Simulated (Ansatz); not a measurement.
# HNOP: the cost of one run

Program: Ansatz 0.2.0, Gaussian basis. Level of theory: def2-QZVPP, core rule «outside noble gas», up to 7 orbitals frozen. These are calculated values, not measurements.

To be run: UHF; ROHF; CCSD(T) on UHF.

2 further runs of the same task are left out: 2 set aside as unsound or not needed.

### 1 The geometry

The geometry is a PBE0/def2-TZVP stationary point (not a proven minimum).

4 atoms, charge 0, spin multiplicity 2.

Atoms are counted from 1 here; the program's logs count them from 0.

Bond lengths: N1–P2 1.551 Å, N1–H4 1.015 Å, P2–O3 1.467 Å. Angles: P2–N1–H4 117.5°, N1–P2–O3 126.9°.

### 2 UHF

File in.yaml:

```yaml
crystal:
  periodic: [false, false, false]
  atoms:
    - {symbol: N, position_ang: [0.000000, -0.385084, 1.371493]}
    - {symbol: P, position_ang: [0.000000, 0.327392, -0.005904]}
    - {symbol: O, position_ang: [0.000000, -0.309237, -1.327958]}
    - {symbol: H, position_ang: [0.000000, 0.199224, 2.201813]}
basis:
  gaussian: {orbitals: "def2-QZVPP.json"}
magnetization: {spin_polarized: true, initial_magnetization: 1}
hamiltonian: {xc: hf}
output: {orbitals: {seedname: orbitals}}
```

Started as:

```bash
ansatz run in.yaml --threads 1 --pin off --events-out ev --progress --plain --max-ram 2393MiB
```

**Question.** How long does this run take on 1 thread of Arm Neoverse V2, shared host, and how much memory does it need?

About 21 s, with a peak of 0.52 GiB.
